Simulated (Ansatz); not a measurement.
**CH4BO radical: how energies converge with the basis set**

An exercise on one series of results from a longer session: the logs are not shown, and one member is left open.

The runs use Ansatz 0.2.0, Gaussian basis; one geometry, several basis sets.

Levels to be run: PBE0-D4/def2-SVP; ωB97M-V/def2-SVP; PBE0-D4/def2-QZVPP; ωB97M-V/def2-QZVPP; CCSD(T)/cc-pV(D+d)Z; CCSD(T)/cc-pV(T+d)Z; CCSD(T)/cc-pV(Q+d)Z; the functionals' def2-TZVPP values are taken from earlier runs.

## The relaxed structure

An earlier PBE0-D4 in a triple-zeta def2 set relaxation fixed the geometry.

SMILES `CB[O]`, 7 atoms, charge 0, spin multiplicity 2.

Atoms are counted from 1 here; the program's logs count them from 0.

Bond lengths: C1–B2 1.583 Å, C1–H4 1.089 Å, C1–H5 1.093 Å, C1–H6 1.093 Å, B2–O3 1.290 Å, B2–H7 1.219 Å. Angles: B2–C1–H4 112.5°, B2–C1–H5 108.7°, B2–C1–H6 108.7°, H4–C1–H5 109.7°, H4–C1–H6 109.7°, H5–C1–H6 107.3°, C1–B2–O3 125.2°, C1–B2–H7 120.5°, O3–B2–H7 114.3°.

Set-up of the first run:

File in.yaml:

```yaml
crystal:
  periodic: [false, false, false]
  atoms:
    - {symbol: C, position_ang: [-0.582345, 0.347918, -0.184612]}
    - {symbol: B, position_ang: [0.722677, -0.463734, 0.194474]}
    - {symbol: O, position_ang: [1.056880, -1.608296, -0.298101]}
    - {symbol: H, position_ang: [-1.192521, -0.166764, -0.925225]}
    - {symbol: H, position_ang: [-0.287036, 1.328336, -0.567013]}
    - {symbol: H, position_ang: [-1.167439, 0.515327, 0.723300]}
    - {symbol: H, position_ang: [1.511084, -0.020688, 1.011478]}
basis:
  gaussian: {orbitals: def2-SVP}
magnetization: {spin_polarized: true, initial_magnetization: 1}
hamiltonian: {xc: pbe0, dispersion: d4}
output: {orbitals: {seedname: orbitals}}
```

Launch:

```bash
$ ansatz run in.yaml --threads 2 --pin off --events-out ev --progress --plain --max-ram 20480MiB --backend cpu
```

Among the steps run: PBE0-D4 in def2-SVP; ωB97M-V in def2-SVP; PBE0-D4 in def2-QZVPP; ωB97M-V in def2-QZVPP.

One of the session's tables, all rows but one given; the rest of the session is left out.

| functional | basis | HOMO (eV) | LUMO (eV) |
| --- | --- | --- | --- |
| PBE0-D4 | def2-SVP | -8.74 | -4.07 |
| PBE0-D4 | def2-TZVPP | ? | ? |
| PBE0-D4 | def2-QZVPP | -8.84 | -4.18 |
| ωB97M-V | def2-SVP | -10.91 | -1.93 |
| ωB97M-V | def2-TZVPP | -11.02 | -2.08 |
| ωB97M-V | def2-QZVPP | -11.03 | -2.10 |

Q: Estimate the row for PBE0-D4, def2-TZVPP from the others.

**Answer.** HOMO (eV): -8.83; LUMO (eV): -4.16. In the column «HOMO (eV)» it lies between PBE0-D4, def2-QZVPP (-8.84) and PBE0-D4, def2-SVP (-8.74).
